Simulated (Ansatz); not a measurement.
**H₂O (triplet): wave-function methods side by side at distance H1–H2 along a hydrogen transfer = 0.693 Å, cc-pVDZ**

How much of the correlation energy of H₂O (triplet) does each wave-function method recover here?

Method: cc-pVDZ, core rule «outside noble gas», up to 1 orbitals frozen; program: Ansatz 0.2.0, Gaussian basis.

The runs, in order: UHF; CCSD(T) on ROHF; CCSD(T) on UHF; BCCD(T) on ROHF; CISD; CCSDT(Q) on ROHF; CCSDT(Q) on UHF; CCSDTQ on ROHF; CCSDTQ on UHF; CASSCF and MRCISD+Q, 4 electrons in 4 orbitals; CASSCF and NEVPT2, 4 electrons in 4 orbitals; CASSCF and MRCISD+Q, 8 electrons in 6 orbitals; CASSCF and NEVPT2, 8 electrons in 6 orbitals; Full CI.

## (1) What is computed

The geometry derives from fragments relaxed apart (PBE0/def2-TZVP) and kept rigid, so it is no stationary point. A hydrogen atom is moved between rigid fragments.

3 atoms, charge 0, spin multiplicity 3.

Atoms are counted from 1 here; the program's logs count them from 0.

Bond lengths: H1–H2 0.693 Å.

Geometry (Å):

```xyz
3
charge 0, multiplicity 3
H     0.0000    0.0000   -0.9807
H     0.0000    0.0000   -0.2877
O     0.0000    0.0000    1.2683
```

## (2) UHF

in.yaml reads:

```yaml
crystal:
  periodic: [false, false, false]
  atoms:
    - {symbol: H, position_ang: [0.000000, 0.000000, -0.980667]}
    - {symbol: H, position_ang: [0.000000, 0.000000, -0.287667]}
    - {symbol: O, position_ang: [0.000000, 0.000000, 1.268333]}
basis:
  gaussian: {orbitals: cc-pVDZ}
magnetization: {spin_polarized: true, initial_magnetization: 2}
hamiltonian: {xc: hf}
output: {orbitals: {seedname: orbitals}}
```

Launch:

```sh
$ ansatz run in.yaml --threads 1 --pin off --events-out ev --progress --plain --max-ram 4096MiB --backend cpu
```

Further steps of the session: CCSD(T) on ROHF; CCSD(T) on UHF; BCCD(T) on ROHF; CISD; CCSDT(Q) on ROHF; CCSDT(Q) on UHF; CCSDTQ on ROHF; CCSDTQ on UHF; CASSCF and MRCISD+Q, 4 electrons in 4 orbitals; CASSCF and NEVPT2, 4 electrons in 4 orbitals; CASSCF and MRCISD+Q, 8 electrons in 6 orbitals; CASSCF and NEVPT2, 8 electrons in 6 orbitals; Full CI.

Q: Predict the results of all the runs planned. Wanted: FCI below the RHF energy; RMP2 from FCI; UMP2 from FCI; RCCSD from FCI; RCCSD(T) from FCI; UCCSD(T) from FCI; RCCSDT(Q) from FCI; UCCSDT(Q) from FCI; NEVPT2 pair from FCI.

As calculated:

| quantity | value |
| --- | --- |
| FCI below the RHF energy | -4.4639 eV |
| RMP2 from FCI | +682.8 meV |
| UMP2 from FCI | +673.9 meV |
| RCCSD from FCI | +42.3 meV |
| RCCSD(T) from FCI | +7.5 meV |
| UCCSD(T) from FCI | +6.0 meV |
| RCCSDT(Q) from FCI | -0.3 meV |
| UCCSDT(Q) from FCI | -1.7 meV |
| NEVPT2 pair from FCI | +623.3 meV |
| NEVPT2 valence from FCI | +849.1 meV |
| MRCISD+Q valence from FCI | +1.9 meV |
| levels within 1 kcal/mol (43 meV) | RCCSD, UCCSD, RCCSD(T), UCCSD(T), BCCD(T), RCCSDT, UCCSDT, RCCSDT(Q), UCCSDT(Q), RCCSDTQ, UCCSDTQ, MRCISD+Q valence |
| T1 diagnostic | 0.019 |
| effectively unpaired electrons | 2.01 |

RCCSD(T) lands +7.5 meV from the yardstick (0.2 % of the correlation energy). One determinant dominates. Of the multireference levels listed MRCISD+Q valence comes nearest in total energy (+1.9 meV), which doesn't show that its space is the better one. These misses are within one basis, not against nature; the frozen cores of restricted and unrestricted runs differ, which can shift their rows.
